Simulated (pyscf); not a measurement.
`[NH2][Sb]([F])[F]` + `[FH]` → `[F][Sb]([F])[F]` + `[NH3]`, a four-centre exchange (singlet surface; N–Sb, F–H broken, F–Sb, H–N formed). Structures and frequencies: ωB97X-D3(BJ)/def2-SVP in PySCF. Energies in kJ/mol from the separated reactants.

Small-basis levels: PySCF, no dispersion term, spherical d functions. AM1 to PM7: differences of heats of formation from MOPAC, which are fitted to 298 K values and so differ in kind from electronic energies by zero-point and thermal terms. Cost: rough CPU time at the saddle relative to B3LYP/6-31G*+LANL2DZ, from one job on a shared machine.

| level | barrier | reaction energy | cost |
|---|---|---|---|
| HF/6-31G*+LANL2DZ | 3.1 | -84.5 | 0.1 |
| MP2/6-31G*+LANL2DZ | -45.0 | -90.4 | 0.2 |
| SVWN5/6-31G*+LANL2DZ | -123.6 | -79.5 | 0.9 |
| BP86/6-31G*+LANL2DZ | -71.3 | -90.0 | 1 |
| PBE/6-31G*+LANL2DZ | -80.9 | -91.0 | 1 |
| B3LYP/LANL2DZ | -65.6 | -40.4 | 0.8 |
| B3LYP/6-31G*+LANL2DZ | -57.7 | -93.6 | 1 |
| B3LYP/6-311+G**+LANL2DZ | -21.7 | -45.6 | 2 |
| PBE/def2-SVP | -85.5 | -73.8 | 2 |
| AM1 | 308.3 | +83.3 | under 0.02 |
| PM3 | 102.8 | +57.0 | under 0.02 |
| PM6 | 119.8 | -165.0 | under 0.02 |
| ωB97M-D3(BJ)/def2-TZVP | -28.5 | -63.7 | – |

Against the last row the barrier runs from -95.0 (SVWN5/6-31G*+LANL2DZ) to +336.8 kJ/mol (AM1). ωB97M-D3(BJ)/def2-TZVP has limits of its own. On the reactant side the descent ends in a bound adduct, 43.3 kJ/mol under the separated species and 11.4 kJ/mol under the saddle at ωB97X-D3(BJ)/def2-TZVP. On the product side the descent ends in an adduct with a N–Sb contact, 38.1 kJ/mol under the separated species and 65.7 kJ/mol under the saddle at ωB97X-D3(BJ)/def2-TZVP. At ωB97M-D3(BJ) the saddle lies under the separated reactants, which points to a path from their complex (located at ωB97X-D3(BJ) alone). What is counted as broken (N–Sb) persists as a longer contact in the product adduct; parting that adduct is a step of its own. One saddle was located; it need not be the lowest between these sides. In the def2 sets elements past Kr carry core potentials, without spin-orbit coupling.
